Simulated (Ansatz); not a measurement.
Species: CH2, charge 1, doublet. CH2+ (parent SMILES [CH2], doublet).
B3LYP-D3(BJ)/def2-TZVP minimum from Ansatz (a quantum-chemistry and plane-wave program):
```
C
H 1 1.0973
H 1 1.0973 2 141.38
```
Charge +1, spin multiplicity 2.

Total energies in cc-pV5Z, 5 correlated electrons, 1 frozen orbitals. Radicals and triplets start from unrestricted determinants; spin-orbit coupling is neglected. Correlated methods leave the cores frozen. No relativity.

| method | program | energy (Eh) | minus CCSDT(Q) (mEh) |
|---|---|---|---|
| HF | Ansatz | -38.58412 | 125.31 |
| MP2 | Ansatz | -38.68892 | 20.50 |
| CCSD | Ansatz | -38.70651 | 2.92 |
| CCSD(T) | Ansatz | -38.70900 | 0.43 |
| CCSDT(Q) | Ansatz | -38.70943 | 0.00 |
